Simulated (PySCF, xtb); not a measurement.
ozone (O₃), SMILES [O-][O+]=O.

GFN2-xTB run with xtb at its own geometry gives an orbital gap of 2.16 eV and a dipole moment of 1.12 D.

The structure is a stationary point at PBE0-D3(BJ)/def2-TZVP. The molecule may have multireference character, which single-reference levels describe poorly.

### Question
What does HF/def2-TZVPD (PySCF) give? (An estimate is asked for; the answer gives what the named calculation found.)

### Answer
gap 12.55 eV (levels -13.39 and -0.84 eV), dipole 0.80 D.
